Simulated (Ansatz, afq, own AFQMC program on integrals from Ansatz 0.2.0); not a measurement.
Two steps: Ansatz 0.2.0 writes the Fock matrix and Cholesky factors of the valence space, and afq projects on them the lowest state that overlaps trial and start.

```yaml
crystal:
  periodic: [false, false, false]
  atoms:
    - {symbol: In, position_ang: [0.000000, 0.000000, 0.000000]}
    - {symbol: H, position_ang: [0.000000, 0.000000, -1.851925]}
    - {symbol: H, position_ang: [0.000000, 0.000000, 1.851925]}
basis:
  gaussian: {orbitals: def2-TZVP}
total_charge: 1
magnetization: {spin_polarized: false}
correlation: {method: ccsd_t, electrons: outside_noble_gas, hamiltonian_folder: ham}
```

```sh
$ ansatz run in.yaml --threads 1 --pin off --events-out ev --progress --plain --max-ram 15360MiB --backend cuda --devices 0, --max-vram 18GiB
```

afq runs on the folder ham with

```
--method free --trial cisd --walkers 4000 --time-step 0.03 --max-blocks 4000 --target-error 0.00024 --factor-cut 1e-05 --seed 4010 --times 0,0.3,0.6,1.2,1.8,2.4,3.6,4.8,6 --taylor-order 8
```

Times are imaginary, in 1/Eh. The walk had a cap of 63 s. Filled inner d shells are frozen with the cores. Core potentials past Kr, no spin–orbit coupling.

afq prints:

```
orbitals 53  electrons 2 2  factors 438 of 591
reference energy -190.08268483 Eh
CCSD correlation -0.07171576 Eh in 10 cycles, weight of the determinant in the CISD state 0.9354
repeat  energy at the last time / Eh  error
    10  -190.155801  0.000028
    20  -190.155777  0.000017
    30  -190.155791  0.000015
time / (1/Eh)  energy / Eh  error  mean overlap
  0.00  -190.154406  0.000004  1.0690
  0.30  -190.154964  0.000005  1.0682
  0.60  -190.155254  0.000006  1.0680
  1.20  -190.155519  0.000006  1.0693
  1.80  -190.155632  0.000009  1.0701
  2.40  -190.155707  0.000008  1.0699
  3.60  -190.155755  0.000012  1.0719
  4.80  -190.155792  0.000014  1.0701
  6.00  -190.155792  0.000014  1.0704
energy -190.155792 +/- 0.000014 Eh
```

The run passed its tests (error under three times the target), which doesn't prove that it has relaxed.

Against this walk (error 0.4 meV) on the same determinant: CCSD(T) 10.5 meV higher, CCSDT(Q) 0.1 meV higher (within the noise), full CI 0.2 meV lower (within the noise). The error is statistical, and a free projection of finite length keeps a remainder of its start.

Cautions: remainder of the start not in the error; no spin-orbit coupling; inner d shell frozen.

The walk took 24 s on 1 × NVIDIA H100 80GB HBM3 with 2 threads of AMD EPYC 7R13 Processor (Zen 3) (shared host) (the card was shared). The log's last line is the free-projection energy.

CCSDT and higher add their correlation energy to the determinant of the CCSD(T) run, since their own runs factorise the integrals more tightly (a shift of under 2 meV). A walk keeps the symmetry of its determinant, which the program's search chose and which needn't be the lowest solution, so a lower state of the same spin and another symmetry isn't excluded.
